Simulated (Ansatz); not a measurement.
# A basis-limit estimate, worked out

An elementary step of BNH5F, closed shell (BH₂F ([BH2][F]) + NH₃ → BNH₄ ([BH2][NH2]) + HF; bonds formed: F2–H5; dative contacts that become bonds: B1–N6; bonds broken: B1–F2, H5–N6). “Start” is the structure reached by relaxing down from the saddle towards the reactants; PBE0-D4/def2-TZVP structures. The saddle:

| atom | x (Å) | y (Å) | z (Å) |
| --- | --- | --- | --- |
| B1 | -0.2301 | -0.7074 | 0.0455 |
| F2 | 0.7526 | -0.3702 | -1.4149 |
| H3 | -1.2942 | -1.0038 | -0.4062 |
| H4 | 0.4344 | -1.4986 | 0.6427 |
| H5 | 0.6346 | 0.5093 | -0.8056 |
| N6 | -0.0295 | 0.7430 | 0.3990 |
| H7 | -0.8248 | 1.3616 | 0.3505 |
| H8 | 0.5569 | 0.9661 | 1.1889 |

Program: Ansatz 0.2.0. Basis: def2-TZVPP and def2-QZVPP. Cores are frozen in the correlated methods.

Energies in eV:

| quantity | saddle | start |
| --- | --- | --- |
| Hartree–Fock, triple zeta (X = 3) | -4940.43182 | -4942.23502 |
| Hartree–Fock, quadruple zeta (X = 4) | -4940.66101 | -4942.46967 |
| MP2 correlation, X = 3 | -16.82807 | -16.42873 |
| MP2 correlation, X = 4 | -18.13625 | -17.73019 |
| CCSD(T) correlation, X = 3 | -17.97529 | -17.62076 |

(1) Work out the barrier at the basis limit: extrapolate Hartree–Fock as E(X) = E∞ + A exp(−7.88 √X) and the MP2 correlation as E(X) = E∞ + B X^−2.97 (the exponents that Neese and Valeev fitted for def2-TZVPP and QZVPP), then add CCSD(T) − MP2 in triple zeta.

T1 diagnostic: at most 0.012.

Answers

(1) Each step is linear, so take the differences first (saddle − start): Hartree–Fock 1.80320 (X = 3) and 1.80866 (X = 4); MP2 correlation -0.39934 and -0.40606; CCSD(T) correlation -0.35453.
Two points give E∞ = E(4) + w [E(4) − E(3)], with w = 1/(exp(7.88 (2 − √3)) − 1) = 0.1377 for Hartree–Fock and w = 1/((4/3)^2.97 − 1) = 0.7407 for the correlation.
Hartree–Fock: 1.80866 + 0.1377 × 0.00546 = 1.8094 eV.
MP2 correlation: -0.40606 + 0.7407 × (-0.00672) = -0.4110 eV.
CCSD(T) − MP2: -0.35453 − (-0.39934) = 0.0448 eV.
Sum: 1.8094 + (-0.4110) + 0.0448 = 1.4432 eV, or 33.28 kcal/mol. Plain CCSD(T) in triple zeta gives 1.4487 eV, so the larger basis shifts the result by -0.0055 eV.

The step is the kind of exchange with an N–H group that builds nitride films in atomic layer and chemical vapour deposition.

Labels in which every atom is bracketed show which atoms are joined, not bond orders.

For scale, one of the runs: CCSD(T)/def2-TZVPP, 163 basis functions (an equivalent command: `ansatz run in.yaml --threads 2`). Time: 15 s of wall clock on 2 CPU threads; the host was shared. Peak host memory: 1.5 GiB.
